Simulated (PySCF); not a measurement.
# [SO2]2+: singlet, from a CAM-B3LYP minimum start

Aim: relax [SO2]2+ as a singlet from a CAM-B3LYP minimum start, check by its vibrations whether the end is a minimum, and collect its spectrum and constants.

Method: CAM-B3LYP, basis S def2-SVP, O def2-SVP, no relativity, density fitting; program: PySCF 2.14.0.

## Step 1: Where the work starts

3 atoms, charge 2, spin multiplicity 1.

Bond lengths: S1–O2 1.485 Å, O2–O3 1.167 Å. Angles: S1–O2–O3 180.0°.

Z-matrix (Å, degrees; charge 2 multiplicity 1):
```
S
O  1 1.4852
O  2 1.1671 1 180.00
```

## Step 2: First SCF at the start

The steps below are one call of a driver around PySCF. For each, scf.py gives the equivalent set-up of the SCF; relaxations use the driver's own optimiser. The state is first sought with PBE0. After this first run the driver tries any further starts and a stability analysis.

scf.py

```python
from pyscf import gto, scf, dft
mol = gto.M(atom='''
S      1.034660     0.000000     0.000000
O     -0.450550    -0.000000     0.000000
O     -1.617630    -0.000000     0.000000''',
    basis={'S': 'def2-SVP', 'O': 'def2-SVP'},
    charge=2, spin=0)
mf = dft.RKS(mol, xc='PBE0')
mf.grids.atom_grid = (50, 194)
aux = {'S': 'def2-universal-JKFIT', 'O': 'def2-universal-JKFIT'}
mf = mf.density_fit(auxbasis=aux)
mf.conv_tol = 1e-08
mf.diis_space = 10
mf.max_cycle = 60
mf.init_guess = 'minao'
mf.verbose = 4
mf.kernel()
```

The run is started by

```console
OMP_NUM_THREADS=2 python axn.py task.json out
```

Log:

```text
init E= -548.700115203253
  HOMO = -0.343524682562901  LUMO = -0.193044696324533  gap/eV = 4.09477
cycle= 1 E= -546.647418271724  delta_E= 2.05  |g|= 0.849  |ddm|= 2.42
  HOMO = -1.03258644640629  LUMO = -0.790637533325212  gap/eV = 6.58377
cycle= 2 E= -544.65597941377  delta_E= 1.99  |g|= 2.81  |ddm|= 2.66
  HOMO = -1.04151294599513  LUMO = -0.837513380682868  gap/eV = 5.55111
cycle= 3 E= -546.409092269664  delta_E= -1.75  |g|=  1.3  |ddm|= 2.57
  HOMO = -0.982911813382084  LUMO = -0.805253288026536  gap/eV = 4.83433
cycle= 4 E= -546.818024988504  delta_E= -0.409  |g|= 0.211  |ddm|= 0.998
  HOMO = -0.956709542080864  LUMO = -0.778811437144124  gap/eV = 4.84085
cycle= 5 E= -546.812799224607  delta_E= 0.00523  |g|= 0.241  |ddm|= 0.305
  HOMO = -0.958884444224549  LUMO = -0.77694457056718  gap/eV = 4.95084
cycle= 6 E= -546.825173965155  delta_E= -0.0124  |g|= 0.0895  |ddm|= 0.119
  HOMO = -0.958377014583613  LUMO = -0.776517454873065  gap/eV = 4.94865
cycle= 7 E= -546.826036003515  delta_E= -0.000862  |g|= 0.0635  |ddm|= 0.0177
  HOMO = -0.957884014303574  LUMO = -0.776803662641511  gap/eV = 4.92745
cycle= 8 E= -546.826973128284  delta_E= -0.000937  |g|= 0.00773  |ddm|= 0.0391
  HOMO = -0.958005852893009  LUMO = -0.776919276674937  gap/eV = 4.92762
cycle= 9 E= -546.82698590929  delta_E= -1.28e-05  |g|= 0.00168  |ddm|= 0.00427
  HOMO = -0.957943494530033  LUMO = -0.776863876665554  gap/eV = 4.92743
cycle= 10 E= -546.826986573411  delta_E= -6.64e-07  |g|= 0.000193  |ddm|= 0.00127
  HOMO = -0.957946490448106  LUMO = -0.776862598478518  gap/eV = 4.92754
cycle= 11 E= -546.826986580692  delta_E= -7.28e-09  |g|= 4.7e-05  |ddm|= 0.000155
  HOMO = -0.95794055966032  LUMO = -0.776859154771395  gap/eV = 4.92748
Extra cycle  E= -546.826986559174  delta_E= 2.15e-08  |g|= 0.000308  |ddm|= 0.000241
converged SCF energy = -546.826986559174
```

This step, with its further starts and checks, took 1.3 s on 2 threads of Arm Neoverse V1, shared host.

No lower closed-shell solution turned up in the test of internal stability.

## Step 3: Relaxing the singlet from the CAM-B3LYP minimum start

The program finds C∞v symmetry in the start, which this walk keeps. The walk stops when the largest gradient is under 0.0003 Eh/bohr and the energy has settled too.

Edit scf.py of step 2 so:

```diff
@@ -3,3 +3,3 @@
-S      1.034660     0.000000     0.000000
-O     -0.450550    -0.000000     0.000000
-O     -1.617630    -0.000000     0.000000''',
+S      1.034662     0.000000     0.000000
+O     -0.450548     0.000000     0.000000
+O     -1.617628     0.000000     0.000000''',
@@ -8 +8 @@
-mf = dft.RKS(mol, xc='PBE0')
+mf = dft.RKS(mol, xc='CAMB3LYP')
@@ -15 +14,0 @@
-mf.init_guess = 'minao'
```

The optimiser's trace:

```csv
step,energy (Eh),change (kJ/mol),largest symmetric gradient (Eh/bohr)
0,-547.069492,0.00,0.00010
```

The walk took 0.6 s.

It settles in C∞v symmetry, 0.0 kJ/mol below the start, after 0 steps: O–O 1.167 Å, S–O 1.485 Å; O–O–S 180.0°.

## Step 4: Hessian and properties

The point is checked on the finer grid, and tightened if its gradient asks for it. The Hessian and the dipole derivatives come from central differences of analytic gradients, with steps of 0.02 bohr.

Edit scf.py of step 3 so:

```diff
@@ -3,3 +3,3 @@
-S      1.034662     0.000000     0.000000
-O     -0.450548     0.000000     0.000000
-O     -1.617628     0.000000     0.000000''',
+S      1.034706    -0.000000     0.000000
+O     -0.450592     0.000000     0.000000
+O     -1.617627    -0.000000    -0.000000''',
@@ -9 +9 @@
-mf.grids.atom_grid = (50, 194)
+mf.grids.atom_grid = (75, 302)
@@ -12 +12 @@
-mf.conv_tol = 1e-08
+mf.conv_tol = 1e-10
```

This SCF starts from the last density.

Log of the central SCF (cycles and frontier levels):

```text
init E= -547.069506452851
  HOMO = -1.00044142585174  LUMO = -0.736131481078228  gap/eV = 7.19224
cycle= 1 E= -547.06950645285  delta_E= 1.82e-12  |g|= 3.79e-06  |ddm|= 3.02e-06
  HOMO = -1.00044193735071  LUMO = -0.736131691968766  gap/eV = 7.19225
Extra cycle  E= -547.069506452796  delta_E= 5.31e-11  |g|= 1.6e-05  |ddm|= 1.28e-05
converged SCF energy = -547.069506452796
```

The whole step took 9.4 s.

Geometry: C∞v; O–O 1.167 Å, S–O 1.485 Å; O–O–S 180.0°.

Modes, for the most abundant isotopes:

```tsv
symmetry	ω (cm⁻¹)	IR (km/mol)	μ (u)
π	417	15.3	16.56
σ+	886	0.0	21.06
σ+	1687	155	16.14
```

Every mode is real; the point is a minimum.

Constants and moments:

```yaml
Dipole_moment_about_the_centre_of_mass: 3.00 D
Highest_occupied_level: -27.22 eV
Lowest_empty_level: -20.03 eV
Rotational_constants: 0.2125 cm⁻¹
Zero-point_energy: 20.4 kJ/mol
Principal_polarisabilities: 9.6, 9.6, 43.1 bohr³
Principal_traceless_quadrupole_moments_about_the_centre_of_mass: -7.15, -7.15, 14.29 D Å
Entropy_at_298.15_K_and_1_bar: 234.4 J/(mol K)
Heat_capacity_Cp_at_298.15_K: 43.4 J/(mol K)
Enthalpy_at_298.15_K_above_0_K: 10.37 kJ/mol
Rotational_symmetry_number: 1
```

Charges (e) and bond orders:

| atom | Mulliken | Löwdin | polar tensor | Mayer order to S1 |
| --- | --- | --- | --- | --- |
| S1 | 1.35 | 1.28 | 1.15 | – |
| O2 | 0.21 | 0.33 | 0.69 | 1.55 |
| O3 | 0.45 | 0.39 | 0.16 | 1.10 |

Outer orbital energies (eV). occupied: -56.75, -48.11, -36.67, -35.82, -35.82, -34.09, -27.22, -27.22; empty: -20.03, -20.03, -16.02, -9.37.

Mulliken populations on S1: s 5.95, p 8.57, d 0.13.

## Step 5: Summary of results

```
                            quantity                                   value
                             minimum                            singlet, C∞v
                            geometry  O–O 1.167 Å, S–O 1.485 Å; O–O–S 180.0°
                  wavenumbers (cm⁻¹)            417 (π), 886 (σ+), 1687 (σ+)
      dipole moment (centre of mass)                                  3.00 D
highest occupied, lowest empty level                       -27.22, -20.03 eV
           polar-tensor charge of S1                                 +1.15 e
                   zero-point energy                             20.4 kJ/mol
                 entropy at 298.15 K                         234.4 J/(mol K)
```

The CAM-B3LYP minimum start keeps its C∞v symmetry and ends in a minimum. The strongest infrared band lies at 1687 cm⁻¹ (σ+). Other starts or spin states, not run here, may lie lower.

The search up to here took 11 s.
